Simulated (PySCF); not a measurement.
# Ionisation of 1,1-difluoroethane

Parent: `CC(F)F` (C2H4F2). Atom numbers as in the mapped SMILES `[CH3:1][CH:2]([F:3])[F:4]`.

Energies: ωB97X-D3(BJ)/ma-def2-TZVP (PySCF, density fitting, integration grid level 2) on PBE0-D3(BJ)/def2-SVP structures. Thermal corrections: PBE0-D3(BJ)/def2-SVP frequencies, unscaled, ideal gas at 298.15 K and 1 bar, quasi-RRHO entropy.

Frontier levels of the parent: HOMO -12.24 eV, LUMO 1.24 eV.

Oxidation to the radical cation:
| Quantity | Value |
| --- | --- |
| Vertical ionisation energy (electronic) | 12.50 eV |
| Adiabatic ionisation energy (with zero-point energy) | 11.63 eV |
| Adiabatic, electronic part | 11.74 eV |
| Vertical gap at the product's structure | 10.51 eV |
| Inner reorganisation energy (four-point) | 1992 meV |
| Relaxation of product / of parent | 753 / 1239 meV |
| ⟨S²⟩ of the product | 0.754 |
| Largest spin populations | C1 0.41, C2 0.23, F3 0.13, F4 0.13 |
| Largest changes of atomic charge | F3 0.19, F4 0.19, C1 0.16, H (on C2) 0.13 |
| Distances that move most (Å) | C1–C2 1.500 → 1.738; C2–F3 1.355 → 1.277; C2–F4 1.354 → 1.278; C2–H 1.105 → 1.126 |

Measured values (NIST Chemistry WebBook, evaluated or the median of agreeing entries): vertical ionisation energy 12.80 eV (computed 12.50, difference -0.30); adiabatic ionisation energy 11.87 eV (computed 11.63, difference -0.24).

Structures, frequencies and single points took 2.7 min of wall time on 1 thread of Arm Neoverse V2 (shared host), launched as `OMP_NUM_THREADS=1 python redox_run.py task.json out`.
